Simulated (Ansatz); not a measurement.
# CH₃FSi, SMILES F[C][SiH3]: a ladder of methods at one geometry

With the Ansatz DFT code, driven from Python.

At the Python prompt:
```pycon
>>> import ansatz as az
>>> system = (
...     az.Crystal.molecule()
...     .atom("F", [2.1278, 0.3762, 0.1339])
...     .atom("C", [1.2227, -0.2602, -0.6933])
...     .atom("Si", [-0.4987, -0.067, 0.0028])
...     .atom("H", [-0.5551, -0.6664, 1.3445])
...     .atom("H", [-0.8347, 1.362, 0.0898])
...     .atom("H", [-1.462, -0.7445, -0.8777])
... )
>>> model = (
...     system.calculation()
...     .basis(gaussian="cc-pVDZ")
...     .spin("collinear", total=2)
... )
>>> methods = ["mp2", "ccsd", "ccsd_t"]
>>> reports = [model.correlation(m).run().report for m in methods]
>>> print(f"Hartree-Fock reference {reports[0]['reference_energy_ev'] / 27.211386246:.6f} Ha")
Hartree-Fock reference -427.873928 Ha
>>> best = reports[-1]["free_energy_ev"] - reports[-1]["reference_energy_ev"]
>>> for method, each in zip(methods, reports):
...     gained = each["free_energy_ev"] - each["reference_energy_ev"]
...     print(f"{method:8s} total {each['free_energy_ev'] / 27.211386246:.6f} Ha  correlation {gained:9.4f} eV  ({100 * gained / best:.1f} % of the last)")
...
mp2      total -428.246042 Ha  correlation  -10.1257 eV  (88.5 % of the last)
ccsd     total -428.285056 Ha  correlation  -11.1874 eV  (97.7 % of the last)
ccsd_t   total -428.294546 Ha  correlation  -11.4456 eV  (100.0 % of the last)
```

Caveats:
- Total energies depend on the basis set; only differences at equal settings carry meaning.
- The geometry is a force-field or estimated start, not a minimum of this method, and the basis set is short of its limit. A lower total doesn't mark the better method: functionals have no common bound, and MP2 and coupled cluster aren't variational.
- The run takes the species as open-shell (spin multiplicity 3), which needn't be its ground state.
- Inner cores stay frozen, so this is valence correlation.
- For Al to Cl the sets with a tight d function, cc-pV(X+d)Z, are usual.
- Run time: 6 s on 1 thread of Arm Neoverse V2, on a shared host, peak memory 0.27 GiB.
